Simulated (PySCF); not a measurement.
H3Si, SMILES [SiH3] (connectivity only; charge and spin as stated), charge +1, multiplicity 1.

The structure is a stationary point at B3LYP-D3(BJ)/def2-TZVPD. The multiplicity is an assumed one; other spin states were not compared. The isomer is the one that the SMILES or the coordinates give; other isomers of the formula were not compared.

Two levels are set side by side: TDA-PBE/def2-TZVPD (PySCF) and EOM-CCSD/aug-cc-pVDZ (PySCF). Vertical, same geometry; the bases differ. Differences are taken from unrounded values.

```json
[
 {"quantity": "lowest singlet excitation (eV)", "EOM-CCSD": "5.82"},
 {"quantity": "lowest triplet excitation (TDA for PBE) (eV)", "EOM-CCSD": "5.29"}
]
```

Problem. What does TDA-PBE give, and how far is it from EOM-CCSD? (An estimate is asked for; the answer gives what the named calculation found.)

Solution. 
```
quantity                                      TDA-PBE  TDA-PBE minus EOM-CCSD
--------------------------------------------  -------  ----------------------
lowest singlet excitation (eV)                   5.29                   -0.53
lowest triplet excitation (TDA for PBE) (eV)     4.59                   -0.70
```

A lower first singlet is the usual sign of a functional without exact exchange. Differences between two approximate levels are no errors against the true value.

Rough cost on one machine, each run with all the roots and properties that it gave: EOM-CCSD against TDA-PBE about 3 times.
